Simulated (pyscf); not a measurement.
GeH₂ (SMILES [GeH2]) [singlet] + H₂C=CH₂ (SMILES C=C) → H₃C–CH=GeH₂ (SMILES C[CH]=[GeH2]), gas phase, singlet surface. Optimised with ωB97X-D3(BJ)/def2-SVP in PySCF. MP2 and CC: frozen core, UHF for open shells. ΔMP2 is the change of the MP2 total energy from the triple- to the quadruple-zeta basis. ΔG in kcal/mol from CCSD(T)/def2-TZVPP + ΔMP2(QZVPP) energies (ideal gas, 1 atm, RRHO with modes under 100 cm⁻¹ raised to 100, one conformer, R ln 2 for chiral ones without a mode under 150 cm⁻¹).

```tsv
T (K)	ΔG
298	-10.6
600	?
900	+9.2
1200	+18.5
```

Problem. Fit a line to the three values, predict ΔG at 600 K, and estimate where the reaction turns unfavourable at 1 atm of each gas.

Solution. Least squares gives ΔG = -20.2 + 32.4 × T/1000 K, so ΔS is about -136 J/(mol K) and ΔH about -20.2 kcal/mol over this range (ΔH at 298 K: -20.7). At 600 K the line gives -0.8; the computed value is -0.5. ΔG = 0 falls near 620 K; 1 kcal/mol in the energy moves that by 31 K. This is thermodynamics alone and says nothing of the barrier. The CCSD(T) − MP2 part came from Ansatz, without density fitting, on the same reference. The frozen core leaves the outer d or s,p core shells of the metals and heavy elements correlated in the MP2 and CC values, and def2-TZVPP describes them poorly, which can shift differences by a few kcal/mol. Elements up to Kr have no core potential and no relativistic terms here.
